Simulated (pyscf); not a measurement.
## Concerted two-bond exchange: H₂N–NH–SiH₃ (SMILES NN[SiH3]) → H₂N–SiH₂–NH₂ (SMILES N[SiH2]N)

Gas phase, singlet surface, charge 0. Bonds broken: N1–N2, Si3–H9. Bonds formed: N1–Si3, N2–H9. Single points on ωB97X-D3(BJ)/def2-SVP structures (PySCF, gas phase). Correlated levels are frozen-core, on RHF or UHF. ΔMP2 is the change of the MP2 total energy from the triple- to the quadruple-zeta basis.

Transition state (Å):

```xyz
9

N     -1.5583    -0.2781     0.5599
N      0.2329     0.8021     0.3217
Si    -0.5206    -0.0278    -0.9751
H     -1.4127    -1.0576     1.2005
H     -2.4400     0.1917     0.7673
H     -0.1200     1.7720     0.3538
H     -0.0710    -1.4028    -1.3065
H     -1.5357     0.5442    -1.9071
H      0.8323     0.8239    -1.4961
```

One imaginary mode, 1030i cm⁻¹; descent along it reached the two sides named.

```
bond    change  reactant side (Å)  saddle  product side
------  ------  -----------------  ------  ------------
N1–N2   breaks              1.404   2.105           2.8
Si3–H9  breaks              1.495   1.681         2.409
N1–Si3   forms                2.7   1.870         1.727
N2–H9    forms              2.579   1.914         1.013
```

Electronic energies relative to the reactant's lowest minimum found (kcal/mol):

| level | barrier | reaction energy | reverse barrier |
|---|---|---|---|
| ωB97X-D3(BJ)/def2-TZVP | 68.0 | -56.2 | 124.1 |
| PBE/def2-TZVP | 51.3 | -53.9 | 105.2 |
| r²SCAN/def2-TZVP | 54.4 | -57.9 | 112.3 |
| B3LYP-D3(BJ)/def2-TZVP | 59.1 | -56.0 | 115.1 |
| PBE0-D3(BJ)/def2-TZVP | 62.5 | -55.5 | 118.0 |
| M06-2X/def2-TZVP | 68.0 | -58.3 | 126.3 |
| ωB97M-D3(BJ)/def2-TZVP | 64.6 | -57.4 | 122.0 |
| HF/def2-TZVP | 81.7 | -58.4 | 140.1 |
| MP2/def2-QZVPP | 69.9 | -61.9 | 131.8 |
| CCSD/def2-TZVPP | 67.1 | -58.7 | 125.8 |
| CCSD(T)/def2-TZVPP | 60.3 | -58.5 | 118.9 |
| CCSD(T)/def2-TZVPP + ΔMP2(QZVPP) | 60.2 | -59.3 | 119.5 |

With CCSD(T)/def2-TZVPP + ΔMP2(QZVPP) energies and thermal terms (ideal gas, 1 atm, RRHO with modes under 100 cm⁻¹ raised to 100, one conformer, R ln 2 for rigid chiral ones), in kcal/mol:

```json
[
 {"T (K)": "298", "ΔH‡": "56.0", "ΔG‡": "57.1", "ΔH": "-58.7", "ΔG": "-58.5"},
 {"T (K)": "600", "ΔH‡": "56.2", "ΔG‡": "58.1", "ΔH": "-58.2", "ΔG": "-58.4"},
 {"T (K)": "900", "ΔH‡": "56.2", "ΔG‡": "59.0", "ΔH": "-58.0", "ΔG": "-58.6"},
 {"T (K)": "1200", "ΔH‡": "56.1", "ΔG‡": "60.0", "ΔH": "-58.0", "ΔG": "-58.7"}
]
```

One saddle was located; it need not be the lowest between these sides. A restricted solution here is unstable towards spin polarisation, so biradical character is likely and single-reference numbers are less safe. The CCSD(T) − MP2 part came from Ansatz, without density fitting, on the same reference. The largest closed-shell T1 diagnostic is 0.036, which may signal static correlation.
